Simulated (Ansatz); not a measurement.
# SiH3S (doublet): wave-function methods side by side, cc-pVDZ

The task here is to estimate one member of a computed series from the others.

Computed with Ansatz 0.2.0, Gaussian basis. Level: cc-pVDZ, core rule «outside noble gas», up to 10 orbitals frozen.

Plan: UHF; CCSD(T) on ROHF; CCSD(T) on UHF; BCCD(T) on ROHF; CISD; CCSDT(Q) on ROHF; CCSDT(Q) on UHF; CASSCF and NEVPT2, 13 electrons in 11 orbitals.

22 further runs of the same task are left out: 1 for a known fault of the program, 7 that didn't finish, 14 set aside as unsound or not needed.

## The geometry

The geometry is a PBE0/def2-TZVP stationary point (not a proven minimum).

5 atoms, charge 0, spin multiplicity 2.

Atoms are counted from 1 here; the program's logs count them from 0.

Bond lengths: Si1–S2 2.121 Å, Si1–H3 1.489 Å, Si1–H4 1.485 Å, Si1–H5 1.485 Å. Angles: S2–Si1–H3 103.6°, S2–Si1–H4 112.2°, S2–Si1–H5 112.2°, H3–Si1–H4 109.7°, H3–Si1–H5 109.7°, H4–Si1–H5 109.4°.

Set-up of the first run:

The input, in.yaml:

```yaml
crystal:
  periodic: [false, false, false]
  atoms:
    - {symbol: Si, position_ang: [0.000000, -0.000202, 1.052928]}
    - {symbol: S, position_ang: [0.000000, -0.004525, -1.067767]}
    - {symbol: H, position_ang: [0.000088, 1.448282, 1.400063]}
    - {symbol: H, position_ang: [1.211621, -0.649429, 1.614567]}
    - {symbol: H, position_ang: [-1.211700, -0.649282, 1.614567]}
basis:
  gaussian: {orbitals: cc-pVDZ}
magnetization: {spin_polarized: true, initial_magnetization: 1}
hamiltonian: {xc: hf}
output: {orbitals: {seedname: orbitals}}
```

Started as:

```console
$ ansatz run in.yaml --threads 1 --pin off --events-out ev --progress --plain --max-ram 2393MiB
```

Steps of the session up to this table: UHF; CCSD(T) on ROHF; CCSD(T) on UHF; BCCD(T) on ROHF; CISD; CCSDT(Q) on ROHF; CCSDT(Q) on UHF; CASSCF and NEVPT2, 13 electrons in 11 orbitals.

One of the session's tables, all rows but one given; the rest of the session is left out.

| method | from UCCSDT(Q) (kcal/mol) |
| --- | --- |
| ROHF | +162.97 |
| UHF | +160.43 |
| RMP2 | ? |
| UMP2 | +29.84 |
| CISD | +18.01 |
| RCCSD | +4.38 |
| UCCSD | +4.32 |
| RCCSD(T) | +0.84 |
| UCCSD(T) | +0.84 |
| BCCD(T) | +0.82 |
| RCCSDT | +0.22 |
| UCCSDT | +0.22 |
| RCCSDT(Q) | +0.01 |
| UCCSDT(Q) | 0 |
| CASSCF valence | +125.34 |
| NEVPT2 valence | +33.11 |

**Question.** Estimate the row for RMP2.

As computed: from UCCSDT(Q) (kcal/mol): +29.50. In the column «from UCCSDT(Q) (kcal/mol)» it lies between CISD (+18.01) and UMP2 (+29.84).

Among the levels timed on like hardware and quicker than the yardstick, those that no quicker one beats, quickest first: CISD (3.3 s, +18.01 kcal/mol); UCCSD(T) (4.5 s, +0.84 kcal/mol); BCCD(T) (5 s, +0.82 kcal/mol).

With the free atoms at the same levels and basis (separate runs), the atomisation energy is 12.182 eV at UCCSDT(Q), 12.169 eV at RCCSD(T), 12.167 eV at UCCSD(T), 9.936 eV at ROHF.

Caveats from the session: Restricted and unrestricted rows rest on different reference determinants; where their highest levels disagree by more than a few hundredths of an eV, they describe different states and don't form one ladder.
